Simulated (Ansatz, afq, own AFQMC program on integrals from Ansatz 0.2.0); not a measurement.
YNH3O, doublet in def2-TZVP, levels against AFQMC with the constraint released

```
atom    x (Å)    y (Å)    z (Å)
   N  -0.4943   1.4967  -0.4423
   Y   0.3875  -0.4109  -0.2519
   O  -0.8874  -1.9047   0.0381
   H  -1.4782   1.7598  -0.4085
   H   0.0273   2.3625  -0.5930
   H  -1.6106  -2.5163   0.1714
```

Connectivity, by distances: NH2–Y–OH.

Basis def2-TZVP with its core potentials. Only valence electrons are correlated. Ansatz 0.2.0 and our own AFQMC program on the same integrals; the CISD trial comes from CCSD amplitudes, and released means the phaseless constraint is let go. Error bars are statistical, one sigma. No spin–orbit coupling. The metal's outer-core s and p shells are frozen, which shifts wave-function levels against functionals.

Determinant: UHF, the one that the program's search chose, which needn't be the lowest solution. The geometry is a PBE0/def2-SVP stationary point of this or a neighbouring charge and spin state.

No full CI on the walks' own integrals is used here. The released AFQMC energy serves as the reference, which it does only where one determinant dominates, the energy is flat over the last release times and near the phaseless one (40 meV or 2 meV an electron, half that with transition metals). On small molecules, where full CI could be run and the noise was under 10 meV, such values lay within 10 meV of it in 19 cases of 20, a flattering rate, since the rule was set on those same cases; what remains of the bias isn't in the error bar.

Cautions: no spin-orbit coupling; outer-core shells of the metal frozen; the released value is read at 1.20 1/Eh, later times being too noisy (meV from the phaseless value at times in 1/Eh: -8 ± 5 at 0.24, -13 ± 5 at 0.60, -1 ± 9 at 1.20, -50 ± 22 at 1.80, -15 ± 21 at 2.60); released reference can be 30 meV off for metals.

* T1 diagnostic: 0.0177
* weight of the determinant in the CISD state: 0.855
* ⟨S²⟩ of the determinant: 0.751
* size of the correlated space: 17 electrons in 114 orbitals

Reference: AFQMC with the constraint released, correlation energy -14.672 ± 0.009 eV.

```csv
level,E − E(reference) (mEh),share of correlation (%)
HF,539.20 ± 0.34,0.00
MP2,28.63 ± 0.34,94.69
CCSD,20.19 ± 0.34,96.26
CCSD(T),0.94 ± 0.34,99.83
ph-AFQMC/CISD,0.03 ± 0.42,99.99
```

Released energies are given only where the last usable release times agree within the noise; a slower fall can still hide under it.
